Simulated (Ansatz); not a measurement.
One change: `C[C@@]1(F)C[C@H]1F` becomes `FC1CC1(F)F`.

Ansatz, PBE0-D4/def2-TZVP geometries, multiplicity 1. 

| property | `C[C@@]1(F)C[C@H]1F` |
| --- | --- |
| LUMO energy (PBE0/def2-TZVPP) / eV | 1.39 |
| HOMO–LUMO gap (B3LYP/def2-TZVPP) / eV | 8.89 |
| HOMO–LUMO gap (PBE/def2-TZVPP) / eV | 6.83 |
| HOMO–LUMO gap (PBE0/def2-TZVPP) / eV | 9.38 |
| size of the dipole moment (PBE/def2-TZVPP) / D | 0.96 |
| LUMO energy (B3LYP/def2-TZVPP) / eV | 1.09 |

Task: What does the change do to each property? (An estimate is asked.)

Result: Ansatz gave: 
```
                                      property  `FC1CC1(F)F`  shift
            LUMO energy (PBE0/def2-TZVPP) / eV          0.94  -0.45
         HOMO–LUMO gap (B3LYP/def2-TZVPP) / eV          8.88  -0.01
           HOMO–LUMO gap (PBE/def2-TZVPP) / eV          6.70  -0.13
          HOMO–LUMO gap (PBE0/def2-TZVPP) / eV          9.38   0.00
size of the dipole moment (PBE/def2-TZVPP) / D          2.04   1.08
           LUMO energy (B3LYP/def2-TZVPP) / eV          0.64  -0.45
```

Dipoles are sizes alone; their direction can turn.

B3LYP here is the variant with VWN-RPA as its local correlation; programs differ in this.
